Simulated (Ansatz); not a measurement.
## Black phosphorus

All values below come from B3LYP (VWN-RPA form) in Ansatz (plane waves, PAW).

Numerical settings: plane-wave cutoff 460 eV, 8×8×6 k mesh (along the axes of the cell as run), Fermi–Dirac smearing 0.01 eV, scalar-relativistic PAW data made under PBE.

Cell: measured lattice: a = 3.3133 Å, b = 10.4730 Å, c = 4.3740 Å, α = β = γ = 90.00°.

For black phosphorus, the band gap is 0.67 eV (on the SCF k mesh) (direct) and the direct gap at Γ is 3.37 eV.

Measured, for comparison: band gap 0.35 eV (temperature not stated, no zero-point or thermal correction; as tabulated in Das et al. (2018), arXiv:1807.05623). Computed (rounded) less measured: band gap +0.32 eV.

Note: cell and atoms aren't relaxed at this level (largest force component 0.25 eV/Å, pressure 4.2 GPa).

Ansatz is an electronic-structure program.
